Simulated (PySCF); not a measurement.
# Basis-set dependence of population analyses: anisole

Compound: anisole, C7H8O.
Cartesian coordinates in Å at the PBE0-D3(BJ)/def2-SVP level; atoms count from 1:
```
atom  x, y, z in Å
C1    -2.4165    0.3774    0.0613
O2    -1.3459   -0.3284   -0.4955
C3    -0.0941   -0.0580   -0.0706
C4     0.9312   -0.8016   -0.6727
C5     2.2526   -0.5952   -0.3017
C6     2.5770    0.3530    0.6727
C7     1.5579    1.0891    1.2679
C8     0.2232    0.8933    0.9057
H9    -3.3281    0.0034   -0.4223
H10   -2.4985    0.2111    1.1504
H11   -2.3362    1.4635   -0.1244
H12    0.6574   -1.5371   -1.4315
H13    3.0415   -1.1820   -0.7790
H14    3.6172    0.5137    0.9632
H15    1.7954    1.8343    2.0314
H16   -0.5559    1.4840    1.3881
```

PBE0 throughout (PySCF), one geometry, spherical d and f functions. One conformer (not necessarily the lowest) at the PBE0-D3(BJ)/def2-SVP geometry, without solvent, vibrations or thermal averaging. Atoms taken as equivalent share a column and are averaged. The first 7 of 10 kinds of atom are listed.

Mulliken charges (e):

```
        basis  functions      C1      O2      C3   C4/C8   C5/C7      C6  H9/H10/H11
       STO-3G         48  -0.124  -0.184  +0.098  -0.111  -0.083  -0.100      +0.094
     pcSseg-0         88  -0.310  -0.686  +0.221  -0.196  -0.241  -0.237      +0.234
        6-31G         88  -0.247  -0.568  +0.274  -0.165  -0.180  -0.167      +0.180
       6-31G*        128  -0.288  -0.497  +0.372  -0.232  -0.171  -0.179      +0.181
      cc-pVDZ        152  +0.056  -0.286  +0.137  -0.040  +0.004  -0.013      +0.052
     def2-SVP        152  +0.107  -0.338  +0.203  -0.075  -0.020  -0.022      +0.051
     pcSseg-1        176  -0.051  -0.479  +0.218  -0.138  -0.083  -0.094      +0.119
  aug-cc-pVDZ        256  +0.792  -0.761  +1.212  +0.452  +0.713  +0.362      -0.177
6-311+G(2d,p)        264  -0.250  -0.368  +0.260  -0.026  -0.257  -0.096      +0.159
    def2-TZVP        296  -0.244  -0.229  +0.311  -0.236  -0.106  -0.145      +0.134
```

IAO charges (e):

```
        basis  functions      C1      O2      C3   C4/C8   C5/C7      C6  H9/H10/H11
       STO-3G         48  -0.258  -0.164  +0.105  -0.178  -0.134  -0.158      +0.138
     pcSseg-0         88  -0.222  -0.299  +0.177  -0.200  -0.141  -0.175      +0.147
        6-31G         88  -0.242  -0.307  +0.182  -0.200  -0.142  -0.175      +0.151
       6-31G*        128  -0.202  -0.320  +0.206  -0.200  -0.135  -0.171      +0.140
      cc-pVDZ        152  -0.202  -0.316  +0.207  -0.204  -0.138  -0.175      +0.140
     def2-SVP        152  -0.193  -0.313  +0.204  -0.201  -0.134  -0.172      +0.137
     pcSseg-1        176  -0.201  -0.321  +0.204  -0.204  -0.139  -0.177      +0.141
  aug-cc-pVDZ        256  -0.209  -0.327  +0.209  -0.207  -0.142  -0.180      +0.144
6-311+G(2d,p)        264  -0.210  -0.329  +0.209  -0.206  -0.142  -0.179      +0.145
    def2-TZVP        296  -0.208  -0.329  +0.212  -0.207  -0.141  -0.179      +0.144
```

Hirshfeld charges (e):

```json
{"basis": "STO-3G", "functions": "48", "C1": "+0.047", "O2": "-0.098", "C3": "+0.069", "C4/C8": "-0.059", "C5/C7": "-0.027", "C6": "-0.046", "H9/H10/H11": "+0.023"}
{"basis": "pcSseg-0", "functions": "88", "C1": "-0.021", "O2": "-0.105", "C3": "+0.072", "C4/C8": "-0.075", "C5/C7": "-0.045", "C6": "-0.062", "H9/H10/H11": "+0.045"}
{"basis": "6-31G", "functions": "88", "C1": "-0.013", "O2": "-0.129", "C3": "+0.072", "C4/C8": "-0.074", "C5/C7": "-0.046", "C6": "-0.063", "H9/H10/H11": "+0.045"}
{"basis": "6-31G*", "functions": "128", "C1": "-0.015", "O2": "-0.116", "C3": "+0.072", "C4/C8": "-0.073", "C5/C7": "-0.047", "C6": "-0.065", "H9/H10/H11": "+0.044"}
{"basis": "cc-pVDZ", "functions": "152", "C1": "-0.029", "O2": "-0.091", "C3": "+0.070", "C4/C8": "-0.076", "C5/C7": "-0.047", "C6": "-0.065", "H9/H10/H11": "+0.044"}
{"basis": "def2-SVP", "functions": "152", "C1": "-0.030", "O2": "-0.098", "C3": "+0.074", "C4/C8": "-0.076", "C5/C7": "-0.047", "C6": "-0.065", "H9/H10/H11": "+0.045"}
{"basis": "pcSseg-1", "functions": "176", "C1": "-0.030", "O2": "-0.106", "C3": "+0.074", "C4/C8": "-0.076", "C5/C7": "-0.049", "C6": "-0.067", "H9/H10/H11": "+0.047"}
{"basis": "aug-cc-pVDZ", "functions": "256", "C1": "-0.037", "O2": "-0.111", "C3": "+0.071", "C4/C8": "-0.076", "C5/C7": "-0.052", "C6": "-0.070", "H9/H10/H11": "+0.049"}
{"basis": "6-311+G(2d,p)", "functions": "264", "C1": "-0.029", "O2": "-0.115", "C3": "+0.068", "C4/C8": "-0.075", "C5/C7": "-0.052", "C6": "-0.069", "H9/H10/H11": "+0.048"}
{"basis": "def2-TZVP", "functions": "296", "C1": "-0.034", "O2": "-0.109", "C3": "+0.071", "C4/C8": "-0.076", "C5/C7": "-0.051", "C6": "-0.069", "H9/H10/H11": "+0.048"}
```

Some averages cover members that differ in this geometry, most widely: C4/C8, Mulliken in 6-311+G(2d,p) -0.314 to +0.262; C4/C8, Mulliken in aug-cc-pVDZ +0.281 to +0.622; H9/H10/H11, Mulliken in aug-cc-pVDZ -0.396 to -0.068; C5/C7, Mulliken in 6-311+G(2d,p) -0.416 to -0.098 e.

Q: Which scheme is steadiest as the basis changes?

A: Largest range over the bases for any column: Hirshfeld 0.08 e, IAO 0.17 e, Mulliken 1.11 e. Hirshfeld charges move least and Mulliken charges most, counted in e. Without the minimal STO-3G basis the ranges are Hirshfeld 0.04, IAO 0.05, Mulliken 1.10 e.

Q: How much do the charges still move between the two largest bases, 6-311+G(2d,p) and def2-TZVP?

A: At most, over all atoms: Mulliken 0.519 e, IAO 0.003 e, Hirshfeld 0.006 e.

Q: What do the same runs give for the total energy, the frontier levels and the dipole moment?

A: 
```tsv
basis	energy (Eh)	HOMO (eV)	LUMO (eV)	μ (D)
STO-3G	-342.0713	-3.96	2.97	1.40
pcSseg-0	-345.5852	-6.46	-0.07	1.65
6-31G	-346.2702	-6.17	0.26	1.50
6-31G*	-346.3581	-6.11	0.25	1.31
cc-pVDZ	-346.3876	-6.25	0.02	1.33
def2-SVP	-346.1166	-6.34	-0.06	1.36
pcSseg-1	-346.3221	-6.42	-0.19	1.42
aug-cc-pVDZ	-346.4052	-6.40	-0.26	1.28
6-311+G(2d,p)	-346.4591	-6.40	-0.26	1.30
def2-TZVP	-346.4890	-6.39	-0.20	1.27
```

The dipole is fixed by the density alone, so its range of 0.38 D shows that the density itself changes with the basis, not only its division among atoms.
